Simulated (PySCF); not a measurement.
A geometry optimisation, step by step.

Species: C₂H₃N.
Numbering: `[C-:1]#[N+:2][CH3:3]` (hydrogens: H4, H5, H6 on C3)
Bond orders are those of one Lewis drawing.

Computed by this run: PBE0-D3(BJ)/def2-SVP geometry optimisation, gas phase (PySCF); density fitting, grid level 1; the optimiser is geomeTRIC in internal coordinates, started from a GFN2-xTB structure with every atom displaced at random (about 0.01 Å). The frame can shift and turn from step to step; on so coarse a grid that alone can change the energy by a few meV, and forces under 0.02 eV/Å are noise.

Step 0: E = -3604.3031 eV, largest atomic force 1.942 eV/Å
```
atom  x, y, z in Å  |  force x, y, z in eV/Å
C1      2.101    0.014   -0.018   -1.696   0.013   0.000
N2      0.913    0.013   -0.014    1.940   0.059   0.068
C3     -0.497   -0.011   -0.008    1.108   0.528   0.422
H4     -0.801   -0.668   -0.793   -0.690  -0.605  -0.772
H5     -0.827   -0.382    0.957   -0.366  -0.158   0.360
H6     -0.865    1.004   -0.168   -0.295   0.162  -0.078
```

Step 1: E = -3604.3019 eV, largest atomic force 1.125 eV/Å
```
atom  x, y, z in Å  |  force x, y, z in eV/Å
C1      2.016    0.516   -0.066    1.120   0.108  -0.004
N2      0.941    0.071   -0.010   -1.003   0.060  -0.005
C3     -0.453   -0.126    0.007   -0.058  -0.013  -0.115
H4     -0.759   -0.811   -0.800    0.021   0.015   0.121
H5     -0.780   -0.529    0.976    0.008  -0.072  -0.007
H6     -0.941    0.849   -0.152   -0.087  -0.098   0.010
```

Step 2: E = -3604.3288 eV, largest atomic force 0.479 eV/Å
```
atom  x, y, z in Å  |  force x, y, z in eV/Å
C1      2.044    0.487   -0.060   -0.066  -0.274   0.043
N2      0.939    0.094   -0.013   -0.050   0.471  -0.074
C3     -0.458   -0.111    0.004    0.101  -0.176   0.019
H4     -0.750   -0.811   -0.793   -0.003  -0.008  -0.002
H5     -0.769   -0.533    0.970   -0.008  -0.010   0.013
H6     -0.982    0.843   -0.153    0.025  -0.002   0.002
```

Step 3: E = -3604.3467 eV, largest atomic force 0.484 eV/Å
```
atom  x, y, z in Å  |  force x, y, z in eV/Å
C1      2.061    0.452   -0.052   -0.410  -0.248   0.033
N2      0.930    0.132   -0.018    0.300   0.375  -0.058
C3     -0.460   -0.102    0.001    0.107  -0.196   0.080
H4     -0.738   -0.812   -0.790   -0.008  -0.005  -0.056
H5     -0.758   -0.536    0.967   -0.005   0.034   0.005
H6     -1.011    0.836   -0.153    0.015   0.039  -0.004
```

Step 4: E = -3604.3564 eV, largest atomic force 0.194 eV/Å
```
atom  x, y, z in Å  |  force x, y, z in eV/Å
C1      2.069    0.412   -0.043   -0.185  -0.053   0.004
N2      0.920    0.173   -0.023    0.176   0.082  -0.009
C3     -0.461   -0.096    0.000    0.011  -0.087   0.044
H4     -0.722   -0.812   -0.793   -0.003   0.007  -0.034
H5     -0.746   -0.535    0.968    0.001   0.030  -0.001
H6     -1.036    0.828   -0.153    0.000   0.022  -0.004
```

Step 5: E = -3604.3568 eV, largest atomic force 0.034 eV/Å
```
atom  x, y, z in Å  |  force x, y, z in eV/Å
C1      2.068    0.407   -0.042   -0.034  -0.005  -0.001
N2      0.919    0.179   -0.024    0.033   0.006   0.002
C3     -0.461   -0.097    0.000   -0.003  -0.019   0.008
H4     -0.720   -0.811   -0.795    0.002   0.005  -0.007
H5     -0.745   -0.534    0.969    0.002   0.009  -0.001
H6     -1.037    0.827   -0.153   -0.001   0.006  -0.001
```

Step 6: E = -3604.3568 eV, largest atomic force under 0.02 eV/Å
```
atom  x, y, z in Å  |  force x, y, z in eV/Å
C1      2.068    0.408   -0.042   -0.003   0.000  -0.001
N2      0.919    0.178   -0.023    0.003   0.000   0.002
C3     -0.461   -0.098    0.000   -0.001  -0.002  -0.001
H4     -0.720   -0.811   -0.796    0.000   0.001  -0.001
H5     -0.745   -0.534    0.969    0.000   0.001   0.000
H6     -1.037    0.827   -0.153    0.000   0.001   0.000
```

Problem. Summarise the path.

Solution. The energy falls by 5.19 kJ/mol from step 0 to step 6; nine tenths of that is first reached at step 4. It rises by more than 0.2 meV at step 1. The largest force goes from 1.942 to under 0.02 eV/Å. Among the bonds C3–H4 changes most, from 1.069 to 1.100 Å; the atoms move by 0.025 Å rms after alignment.

The cost below is that of the whole optimisation. The run took 8.5 s of wall time on an Arm Neoverse N1 with one thread, shared host with 64 logical CPUs at a one-minute load of 54, and the process peaked at 0.27 GiB of memory.
